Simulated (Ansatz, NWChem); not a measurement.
Heat of formation of C2N2 (bisisocyanide) from total energies

C2N2 has 4 atoms, charge 0, and is taken as a singlet. As SMILES, `[C-]#[N+][N+]#[C-]`. The shape is that of a PBE0-D4/def2-TZVP optimisation.

```xyz
4

C    -0.6120    1.6801    0.2653
N    -0.2142    0.5880    0.0929
N     0.2142   -0.5880   -0.0929
C     0.6120   -1.6801   -0.2654
```

Total energies at B3LYP/6-31G* (Cartesian functions) (NWChem 7.3.0); the atoms run unrestricted:

```tsv
species	state	energy (Eh)
C2N2	singlet	-185.541202
C	triplet	-37.846280
N	quartet	-54.584490
```

Harmonic wavenumbers at PBE0-D4/def2-TZVP, in cm⁻¹: 211, 211, 389, 389, 1002, 2103, 2329.

Measured heats of formation of the gaseous atoms at 298.15 K, in kJ/mol: C 716.9, N 472.4. Take 1 Eh = 2625.50 kJ/mol, 1 cm⁻¹ = 0.0119627 kJ/mol, RT = 2.479 kJ/mol.

Task: What heat of formation follows?

Result: 
1. Electronic atomisation energy: 2 × (-37.846280) + 2 × (-54.584490) − (-185.541202) = 0.679662 Eh = 1784.5 kJ/mol.
2. Zero-point energy: half the sum of the wavenumbers, 3317 cm⁻¹ = 39.7 kJ/mol.
3. Thermal vibrational enthalpy, Σ hcν̃/(exp(hcν̃/kT) − 1): 4.6 kJ/mol. Translation, rotation and pV of a linear molecule: 3.5 RT = 8.7 kJ/mol.
4. The 4 free atoms carry 5/2 RT each: 24.8 kJ/mol.
5. Atomisation enthalpy at 298 K: 1784.5 − 39.7 − 4.6 − 8.7 + 24.8 = 1756.3 kJ/mol.
6. Sum of the atoms' heats of formation: 2378.6 kJ/mol. Heat of formation: 2378.6 − 1756.3 = +622.3 kJ/mol.

The tabulated value is +613.0 kJ/mol (Active Thermochemical Tables), so this level is off by +9.3 kJ/mol, or 0.5 % of the atomisation enthalpy that the table implies (1765.6 kJ/mol). So close a hit in a small basis owes something to errors that cancel. Anharmonicity and any spin-orbit splitting of the molecule are left out.
